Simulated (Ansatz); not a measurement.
Zinc-blende AlAs, treated with PBE (Ansatz, an electronic-structure program, plane waves, PAW).

The same calculation (at the measured cell, 22.677 Å³/atom) with different numerical settings:

| run | k mesh | gap on the mesh (eV) | total energy (eV/atom) | rough time |
|---|---|---|---|---|
| 1 | 4×4×4 | 1.421 | -2697.2438 | under 3 core-s |
| 2 | 6×6×6 | 1.442 | -2697.2961 | under 3 core-s |
| 3 | 8×8×8 | 1.445 | -2697.3013 | under 3 core-s |
| 4 | 12×12×12 | 1.445 | -2697.3020 | 4 core-s |
| 5 | 16×16×16 | 1.446 | -2697.3021 | 8 core-s |
| 6 | 20×20×20 | 1.446 | -2697.3021 | 10 core-s |

In the column total energy (eV/atom) the first row differs from the last by +0.0583 and the next to last by 0.0000.

The last row is no converged limit: other settings stay fixed.

Spin–orbit coupling is not included.
